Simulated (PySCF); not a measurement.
System (SMILES): C[SiH3] (CH3-SiH3).
Geometry (B3LYP-D3(BJ)/def2-TZVP, fixed):
```xyz
8

C      0.0034    -0.0064    -1.2421
Si    -0.0017     0.0033     0.6340
H      0.0118    -1.0282    -1.6256
H     -0.8824     0.4951    -1.6359
H      0.8840     0.5079    -1.6311
H     -0.0132     1.3943     1.1492
H     -1.2005    -0.6969     1.1567
H      1.2042    -0.6795     1.1632
```

Basis-set convergence of the lowest singlet excitation energy at PBE0 with PySCF. Tamm-Dancoff approximation; the state is taken by its order, and sets in which it differs in degeneracy or brightness are left out, yet its character can still change. All functions are spherical. Density fitting with generated auxiliary sets. No added dispersion term, no relativity. Reference: the value in aug-pcseg-2, 7.998 eV, itself unsure by roughly 0.004 eV (its distance from aug-cc-pV(T+d)Z). Deviations are taken from unrounded values. Cost is core time over that of 6-311+G**, rough, on shared machines of one kind.

```json
[
 {"basis": "6-311+G**", "functions": "88", "cost": "1×"},
 {"basis": "def2-SVPD", "functions": "92", "cost": "1×"},
 {"basis": "aug-pcseg-1", "functions": "104", "cost": "1×"},
 {"basis": "6-311++G(2d,2p)", "functions": "122", "cost": "2×"},
 {"basis": "def2-TZVPD", "functions": "134", "cost": "2×"},
 {"basis": "def2-TZVPPD", "functions": "187", "cost": "4×"},
 {"basis": "6-311++G(3df,3pd)", "functions": "194", "cost": "5×"},
 {"basis": "aug-pcseg-2", "functions": "234", "cost": "8×"}
]
```

**Question.** Which is the smallest set listed that can be trusted to 0.1 eV here, that is, within that of the reference together with its larger relatives (same family, alike in diffuse functions; a set with none to test it counts only in the reference's own line)?

**Answer.** The smallest set listed that lies within 0.1 eV of the reference with all its larger relatives (same family, alike in diffuse functions; a set with none counts only in the reference's own line) is aug-pcseg-1 (104 functions, 1× in cost, 0.063 eV off). Value minus reference: 6-311+G** 0.167, def2-SVPD 0.504, aug-pcseg-1 0.063, 6-311++G(2d,2p) 0.058, def2-TZVPD 0.230, def2-TZVPPD 0.224, 6-311++G(3df,3pd) 0.035, aug-pcseg-2 0.000 eV.
